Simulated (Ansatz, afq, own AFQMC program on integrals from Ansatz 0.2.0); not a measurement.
Two steps: Ansatz 0.2.0 writes the Fock matrix and Cholesky factors of the valence space, and afq projects on them the lowest state that overlaps trial and start.

```yaml
crystal:
  periodic: [false, false, false]
  atoms:
    - {symbol: B, position_ang: [0.000000, 0.000000, 1.817000]}
    - {symbol: Al, position_ang: [0.000000, 0.000000, -0.120000]}
    - {symbol: H, position_ang: [0.000000, 0.000000, -1.697000]}
basis:
  gaussian: {orbitals: 6-31G}
magnetization: {spin_polarized: true, initial_magnetization: 3}
correlation: {method: ccsd_t, electrons: outside_noble_gas, hamiltonian_folder: ham}
```

```sh
$ ansatz run in.yaml --threads 1 --pin off --events-out ev --progress --plain --max-ram 1843MiB
```

afq runs on the folder ham with

```
--method free --trial cisd --walkers 170 --time-step 0.03 --max-blocks 80 --target-error 0.00032 --factor-cut 1e-05 --seed 740 --times 0,0.3,0.6,1.2,1.8,2.4,3.6,4.8,6 --taylor-order 8
```

Times are imaginary, in 1/Eh. The walk had a cap of 520 s.

Output of the walk:

```
orbitals 18  electrons 5 2  factors 106 of 296
reference energy -266.99037802 Eh
CCSD correlation -0.07903603 Eh in 12 cycles, weight of the determinant in the CISD state 0.9119
repeat  energy at the last time / Eh  error
    10  -267.072587  0.000169
    20  -267.072646  0.000234
    30  -267.072858  0.000189
time / (1/Eh)  energy / Eh  error  mean overlap
  0.00  -267.069298  0.000034  1.0947
  0.30  -267.070617  0.000061  1.0910
  0.60  -267.071378  0.000077  1.0844
  1.20  -267.072035  0.000092  1.0901
  1.80  -267.072538  0.000091  1.0827
  2.40  -267.072767  0.000103  1.0849
  3.60  -267.072907  0.000139  1.0783
  4.80  -267.072881  0.000127  1.0845
  6.00  -267.072858  0.000184  1.0968
energy -267.072858 +/- 0.000184 Eh
```

The run passed its tests (error under three times the target), which doesn't prove that it has relaxed.

Against this walk (error 5.0 meV) on the same determinant: CCSD(T) 30.8 meV higher, CCSDT(Q) 0.4 meV lower (within the noise), CCSDTQ 2.2 meV lower (within the noise), full CI 2.6 meV lower (within the noise). The error is statistical, and a free projection of finite length keeps a remainder of its start.

Cautions: remainder of the start not in the error; lower spins were not checked.

The walk took 43 s on 1 thread of Arm Neoverse V2 (shared host). The log's last line is the free-projection energy.

CCSDT and higher add their correlation energy to the determinant of the CCSD(T) run, since their own runs factorise the integrals more tightly (a shift of under 2 meV). A walk keeps the symmetry of its determinant, which the program's search chose and which needn't be the lowest solution, so a lower state of the same spin and another symmetry isn't excluded.
